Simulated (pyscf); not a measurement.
Thermochemistry of product channels of `[CH3][GeH3]` + `[ClH]` on the singlet surface, in eV, from ωB97M-D3(BJ)/def2-TZVP energies (ideal gas, 1 atm, RRHO with modes under 100 cm⁻¹ raised to 100, one conformer, R ln 2 for chiral ones without a mode under 150 cm⁻¹). Single points on ωB97X-D3(BJ)/def2-SVP structures (PySCF, gas phase).

```
products                         ΔE  ΔH(298 K)  ΔG(900 K)  ΔG(1200 K)
----------------------------  -----  ---------  ---------  ----------
`[CH4]` + `[Cl][GeH3]`        -0.96      -0.89      -0.80       -0.74
`[CH3][GeH2][Cl]` + `[H][H]`  -0.62      -0.67      -0.60       -0.59
```

These are energies of the channels, which say nothing of barriers. Elements up to Kr have no core potential and no relativistic terms here.
